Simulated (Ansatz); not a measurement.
**Pulling the pair apart**

The pair of HCl (SMILES Cl, atoms 1–2) and CH4 (SMILES C, atoms 3–7), both closed shells, in one local arrangement (a lower one may exist), relaxed at PBE0-D4/def2-TZVP:

Cl1  (-0.163, 0.063, -2.882)
H2  (-0.091, 0.034, -1.604)
C3  (0.050, -0.019, 0.891)
H4  (-0.723, 0.691, 0.596)
H5  (0.110, -0.043, 1.979)
H6  (1.016, 0.291, 0.491)
H7  (-0.201, -1.017, 0.530)
(Å)

CH4 is shifted rigidly along the line between the mean atom positions of the two fragments (negative: closer). Counterpoise interaction energies in kcal/mol. Ansatz 0.2.0; basis: def2-TZVPPD; cores frozen in the correlated methods.

| shift (Å) | PBE0-D4 | wB97M-V | r2SCAN-D4 |
| --- | --- | --- | --- |
| -0.38 | -0.46 | 0.00 | -0.47 |
| -0.19 | -1.14 | -0.85 | -1.16 |
| 0.00 | -1.29 | -1.07 | -1.29 |
| 0.19 | -1.22 | -1.02 | -1.19 |
| 0.45 | -0.99 | -0.81 | -0.92 |
| 0.95 | -0.58 | -0.47 | -0.50 |
| 1.89 | -0.18 | -0.16 | -0.16 |
| 3.78 | -0.02 | -0.03 | -0.02 |

(1) What does CCSD(T) give at these shifts? (Judge from chemistry; the value comes from the calculation.)

The T1 diagnostic stays at or below 0.008.

Answers

(1) The calculation gives: 0.31, -0.65, -0.96, -0.97, -0.81, -0.48, -0.16, -0.03 kcal/mol. For zero shift, CCSD(T) at an estimated basis limit (MP2 extrapolated from triple and quadruple zeta, plus CCSD(T) − MP2 in triple zeta) gives -1.18 kcal/mol. These are counterpoise interaction energies, counted from the two frozen fragments.

For scale, one of the runs: CCSD(T)/def2-TZVPPD, 173 basis functions, launched by `ansatz run in.yaml --threads 2 --pin off --events-out ev --progress --plain --max-ram 5222MiB`. Hardware: 2 CPU threads of an Intel Xeon Platinum 8488C, shared host. Wall time 27 s; peak host memory 1.4 GiB.
